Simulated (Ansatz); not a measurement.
One starting cell of Cu (a generated trial cell of Cu in the AFLOW prototype A_aP4_2_aci) was relaxed twice with Ansatz (plane waves, PAW, scalar-relativistic): with r2SCAN at 500 eV and with PBE at 420 eV. The r2SCAN result:

Cu is taken in the cubic space group Fm-3m (No. 225), the fcc (Cu type) structure, Pearson symbol cF4. Lattice parameters: a = b = c = 3.5766 Å, α = β = γ = 90.00°. Cu on 4a sees 12 Cu at 2.529 Å (cuboctahedral). (Neighbours: up to the widest gap in distance over summed covalent radii, below 1.35, at either atom.)
(The calculation used a cell of 1 atom; values per cell refer to that cell.)

| quantity | r2SCAN | PBE |
|---|---|---|
| space group | Fm-3m | Fm-3m |
| volume (Å³/atom) | 11.44 | (withheld) |
| a (Å) | 3.577 | (withheld) |
| gap (eV, no spin-orbit coupling) | 0.00 | (withheld) |

**Question.** Fill in the PBE column.

**Answer.** 
- volume (Å³/atom), PBE: 11.95
- a (Å), PBE: 3.630
- gap (eV, no spin-orbit coupling), PBE: 0.00

Both levels end in the same structure; PBE's volume is 4.5 % larger. Neither column is exact.

No spin polarisation in the result.

Measured for Cu: a 3.595 Å (static lattice; corrected from measurement; as listed in Gábor I. Csonka et al., Physical Review B (2009)). Computed minus measured — a: r2SCAN -0.5 %, PBE +1.0 %. The computed values are for a static lattice.

The run could not lose the symmetry of its start.

Ansatz is an electronic-structure program.
